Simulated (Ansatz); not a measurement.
One step, two centres

1,2-elimination, with the central atom changed down its group and all else kept; in the first member these bonds form or tighten: C–H; these break or loosen: B–C, H–O.

Gas-phase electronic energies, without zero-point energy, by CCSD(T) at an estimated basis limit (MP2 extrapolated from triple and quadruple zeta, plus CCSD(T) − MP2 in triple zeta); Ansatz 0.2.0, def2-TZVPP and QZVPP, frozen cores, on PBE0-D4/def2-TZVP structures. Extrapolation: Hartree–Fock as exp(−7.88 √X), correlation as X^−2.97. All energies, in eV, count from the reactant; the end structure is reached by relaxing down from the saddle. Brackets give SMILES, or, where every atom is bracketed, only which atoms are joined. Steps whose reference was doubtful or whose search ended elsewhere are left out.

| reactants | products | saddle | end structure | saddle by PBE-D4/TZ |
| --- | --- | --- | --- | --- |
| CH₅BO ([CH3][BH][OH]) | BHO ([BH][O]) + CH₄ | ? | 0.439 | 2.378 |
| CH₅AlO ([CH3][AlH][OH]) | AlHO ([O][AlH]) + CH₄ | 2.908 | 2.238 | 2.507 |

(1) What is the height of the saddle for CH₅BO ([CH3][BH][OH])? (An estimate is asked for; the value comes from the calculation.)

(2) How do the PBE-D4 saddles lie against the coupled-cluster estimate?

T1 diagnostic: at most 0.023.

For scale, one of the runs: CCSD(T)/def2-TZVPP, 174 basis functions, launched by `ansatz run in.yaml --threads 2 --pin off --events-out ev --progress --plain --max-ram 4352MiB`. The run took 21 s on 2 CPU threads of an Arm Neoverse V2 (shared host), with 1.5 GiB of host memory at its peak.

## Answers

(1) By the calculation: 2.751 eV relative to the reactant, the lower of the two.

(2) Both lower, by 0.374 to 0.400 eV.
